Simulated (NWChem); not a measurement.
Program: NWChem. System: water (H$_{2}$O), charge 0, spin multiplicity 1, at a geometry optimised with B3LYP/def2-SVP. Level: MP2/def2-TZVP, 1 core orbitals frozen.

Input file:

```
start mol
memory heap 200 mb stack 900 mb global 1100 mb
geometry units angstroms nocenter noautoz
  O      0.000000     0.000000    -0.120236
  H      0.757028     0.000000     0.480944
  H     -0.757028     0.000000     0.480944
  symmetry group C2v
end
basis spherical
  * library def2-tzvp
end
scf
  rhf
  nopen 0
  maxiter 100
  thresh 1e-7
  semidirect memsize 60000000 filesize 0
end
mp2
  freeze core 1
end
task mp2 energy
```

Part of the output:

```
             Northwest Computational Chemistry Package (NWChem) 7.3.0
             --------------------------------------------------------

                                NWChem Input Module
                                -------------------

 Scaling coordinates for geometry "geometry" by  1.889725989
 (inverse scale =  0.529177249)

 Turning off AUTOSYM since
 SYMMETRY directive was detected!

                             Geometry "geometry" -> ""
                             -------------------------

 Output coordinates in angstroms (scale by  1.889725989 to convert to a.u.)

  No.       Tag          Charge          X              Y              Z
 ---- ---------------- ---------- -------------- -------------- --------------
    1 O                    8.0000     0.00000000     0.00000000    -0.12023600
    2 H                    1.0000     0.75702800     0.00000000     0.48094400
    3 H                    1.0000    -0.75702800     0.00000000     0.48094400

 Effective nuclear repulsion energy (a.u.)       9.1080040135

            Nuclear Dipole moment (a.u.)
            ----------------------------
        X                 Y               Z
 ---------------- ---------------- ----------------
     0.0000000000     0.0000000000     0.0000000000

      Symmetry information
      --------------------

 Group name             C2v
 Group number             16
 Group order               4
 No. of unique centers     2

      Symmetry unique atoms

     1    2


 Summary of "ao basis" -> "" (spherical)
 ------------------------------------------------------------------------------
       Tag                 Description            Shells   Functions and Types
 ---------------- ------------------------------  ------  ---------------------
 *                         def2-tzvp                  on all atoms

 Summary of "ao basis" -> "ao basis" (spherical)
 ------------------------------------------------------------------------------
       Tag                 Description            Shells   Functions and Types
 ---------------- ------------------------------  ------  ---------------------
[...]
     1   1 0 0     -0.000000      0.000000      0.000000
     1   0 1 0     -0.000000      0.000000      0.000000
     1   0 0 1      0.861451      0.000000      0.000000

     2   2 0 0     -3.150112      0.000000      4.093092
     2   1 1 0     -0.000000      0.000000      0.000000
     2   1 0 1     -0.000000      0.000000      0.000000
     2   0 2 0     -5.551625      0.000000      0.000000
     2   0 1 1     -0.000000      0.000000      0.000000
     2   0 0 2     -4.545314      0.000000      2.065032

                   NWChem MP2 Semi-direct Energy/Gradient Module
                   ---------------------------------------------

  Basis functions       =     43
  Molecular orbitals    =     43
  Frozen core           =      1
  Frozen virtuals       =      0
  Active alpha occupied =      4
  Active beta occupied  =      4
  Active alpha virtual  =     38
  Active beta virtual   =     38
  Use MO symmetry       = T
  Use skeleton AO sym   = T

  AO/Fock/Back tols     =   1.0D-09  1.0D-09  1.0D-09

 GA uses MA = F    GA memory limited = T

 Available:
  local mem=  1.26D+08
 global mem=  1.44D+08
 local disk=  0.00D+00
  mp2_memr nvloc                    38
  nvloc new                    38
   1 passes of   4:        3145728                      11368                    492116.
   1 passes of   4: M    126153723           G      144175502           F     123007995.

 Semi-direct pass number   1 of   1  for RHF alpha+beta  at        0.2s
  vrange nnbf                   946
  mp2_eaftype                    10  avail_ma_in_mb                  1099
 EAF : mp2_eaftype filesize          10     246058.
  mp2_eaf for mointskh                     10
Node 0 wrote      1.2 Mb in      0.0 s     Agg I/O rate:  1421.5 Mb/s
 Done moints_semi at        0.4s
  mp2_eaftype                    10  avail_ma_in_mb                  1089
 EAF : mp2_eaftype filesize          10     246058.
  mp2_eaf for kh                    10
 Done maket at        0.4s
 Done multipass loop at        0.4s

          -------------------------------------------
          SCF energy                 -76.058161901274
          Correlation energy          -0.254816666849
          Singlet pairs               -0.161227860042
          Triplet pairs               -0.093588806806
          Total MP2 energy           -76.312978568123
          -------------------------------------------

          ---------------------------------------------------
                    Spin Component Scaled (SCS) MP2
          Same spin pairs                     -0.062392537871
          Same spin scaling factor             0.333333333333
          Opposite spin pairs                 -0.192424128978
          Opposite spin scaling fact.          1.200000000000
          SCS-MP2 correlation energy          -0.251706467397
          Total SCS-MP2 energy               -76.309868368671
          ---------------------------------------------------

 -----------------------
 Performance information
 -----------------------

 Timer overhead =  1.19D-07 seconds/call

               Nr. of calls         CPU time (s)                 Wall time (s)                GFlops
             ---------------    -------------------     ------------------------------   -------------------
Name         Min   Avg   Max    Min     Avg     Max     Min     Avg     Max   Mx/calls   Min     Max     Sum
mp2: moin     1     1     1   0.21    0.21    0.21     0.21    0.21    0.21    0.21      0.0     0.0     0.0
mp2: make     1     1     1   1.08E-2 1.08E-2 1.08E-2  1.08E-2 1.08E-2 1.08E-2 1.08E-2   0.0     0.0     0.0
mp2: tota     1     1     1   0.26    0.26    0.26     0.26    0.26    0.26    0.26      0.0     0.0     0.0

 The average no. of pstat calls per process was 3.00D+00
 with a timing overhead of 3.58D-07s

 Task  times  cpu:        0.4s     wall:        0.4s

 Total times  cpu:        0.4s     wall:        0.4s
```
